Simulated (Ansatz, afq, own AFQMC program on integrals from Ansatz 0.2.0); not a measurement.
AFQMC on a folder of integrals that Ansatz 0.2.0 wrote.

```yaml
crystal:
  periodic: [false, false, false]
  atoms:
    - {symbol: Si, position_ang: [0.000000, -0.083231, 0.527232]}
    - {symbol: C, position_ang: [0.000000, 0.076222, -1.305753]}
    - {symbol: H, position_ang: [0.000000, 1.410897, 0.868536]}
basis:
  gaussian: {orbitals: cc-pVTZ}
magnetization: {spin_polarized: false, initial_magnetization: 3}
correlation: {method: ccsd_t, electrons: outside_noble_gas, hamiltonian_folder: ham}
```

```sh
$ ansatz run in.yaml --threads 1 --pin off --events-out ev --progress --plain --max-ram 16896MiB --backend cuda --devices 0, --max-vram 18GiB
```

afq runs on the folder ham with

```
--method phaseless --trial cisd --walkers 1400 --populations 20 --least-time 60 --time-step 0.005 --steps-per-block 50 --equilibration-blocks 28 --max-blocks 4000 --target-error 0.00018 --factor-cut 1e-05 --start spin_pure --seed 4923 --release-times 0.24,0.51,0.99,1.62,2.4 --release-step 0.03 --release-every 3 --taylor-order 6
```

Times are imaginary, in 1/Eh. The walk had a cap of 241 s. With eight or more populations the least sampling time is a fifth of least-time, and the error comes from their spread.

Log:

```
orbitals 72  electrons 6 3  factors 457 of 463
reference energy -327.20854467 Eh
CCSD correlation -0.21541412 Eh in 16 cycles, weight of the determinant in the CISD state 0.8230
energy of the start -327.423960 Eh
 block  time / (1/Eh)  mean weight  energy / Eh
     1     0.250  1.0000  -327.422073
     2     0.500  0.9993  -327.423670
     3     0.750  0.9999  -327.425371
     4     1.000  0.9997  -327.427417
     5     1.250  1.0002  -327.428497
     9     2.250  1.0003  -327.432325
    19     4.750  1.0003  -327.434849
    31     7.750  1.0000  -327.434095
    43    10.750  0.9998  -327.435320
    55    13.750  1.0004  -327.436084
    61    15.250  0.9984  -327.432784
    67    16.750  0.9998  -327.435313
    79    19.750  0.9995  -327.434187
    91    22.750  1.0001  -327.436322
   103    25.750  0.9996  -327.436531
   112    28.000  1.0002  -327.438436
   115    28.750  1.0002  -327.436556
   127    31.750  0.9997  -327.438322
error from the spread of 20 populations
released: time / (1/Eh)  energy / Eh  error  mean overlap
  0.24  -327.435847  0.000183  0.9963
  0.51  -327.436043  0.000166  0.9976
  0.99  -327.436330  0.000166  0.9943
  1.62  -327.436657  0.000202  0.9881
  2.40  -327.436623  0.000209  0.9922
energy -327.435689 +/- 0.000178 Eh
(rows thinned)
```

The run passed its tests (sampling time, drift between the halves within three errors, error under three times the target), which doesn't prove that it has relaxed. The second half of the sampling lies below the first by 2.7 errors of their difference, so the energy may still be moving and its error bar be too small.

Against this walk (error 4.8 meV) on the same determinant: CCSD(T) 51.3 meV higher, CCSDT(Q) 29.3 meV lower. The error is statistical and leaves out the bias of the constraint. None of these is a sure reference here. Released to 2.40 1/Eh the energy lies 25 ± 7 meV (both errors) below the phaseless value, which shows part or all of the bias of the constraint, and CCSDT(Q) lies 3.9 meV below the released value.

Cautions: constraint bias not in the error; another spin lies lower; a spin-contaminated unrestricted determinant lies lower (UHF 135 meV lower, ⟨S²⟩ 3.98); strong correlation (T1 0.058, weight of the determinant 0.82, largest double 0.08); the bias of populations of 70 walkers isn't removed.

The walk took 61 s on 1 × NVIDIA H100 80GB HBM3 with 2 threads of AMD EPYC 7R13 Processor (Zen 3) (shared host) (the card was shared). The log's last line is the phaseless energy.

CCSDT and higher add their correlation energy to the determinant of the CCSD(T) run, since their own runs factorise the integrals more tightly (a shift of under 2 meV). A walk keeps the symmetry of its determinant, which the program's search chose and which needn't be the lowest solution, so a lower state of the same spin and another symmetry isn't excluded.
